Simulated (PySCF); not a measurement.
Gas-phase reaction: 3 CH₃CCl₃ + 3 H₂ = 5 CH₃Cl + CCl₄

Energies from PySCF (xtb for GFN2), thermal terms from the rigid-rotor harmonic-oscillator model, ideal gas at 1 bar. † marks an energy on the PBE0/def2-TZVP geometry and frequencies; other levels use their own. MP2 freezes the core. 6-31G* has spherical d functions here. All species are closed-shell singlets. B3LYP is the form with VWN-RPA correlation. MP2 isn't extrapolated to the basis-set limit; its ΔH°(298 K) is -20.9 kJ in def2-SVP and -47.8 kJ in def2-TZVPP. The harmonic model lacks anharmonicity and excited electronic states, which grow with temperature; levels with a mode under 35 cm⁻¹ are left out. Internal rotation in CH₃CCl₃ is treated as a harmonic vibration of one conformer, which makes the entropy rough.

```csv
level,"ΔE electronic, kJ","ΔH°(298 K), kJ","ΔS°(298 K), J/K","ΔG°(1200 K), kJ"
B3LYP/6-31G*,-192,-133,132,-239
BLYP/def2-TZVP†,-185,-126,131,-232
GFN2-xTB,-108,-44,117,-132
HF/6-31G*,-265,-200,140,-316
HF/def2-TZVP†,-251,-193,131,-298
MP2/def2-SVP†,-79,-21,131,-126
MP2/def2-TZVPP†,-106,-48,131,-153
PBE/def2-TZVP†,-149,-90,131,-196
r2SCAN/def2-TZVP†,-129,-71,131,-176
ωB97M-V/def2-TZVP†,-135,-77,131,-182
```
ΔH° is lowest at HF/6-31G* and highest at MP2/def2-SVP†. No reference value is set beside these.
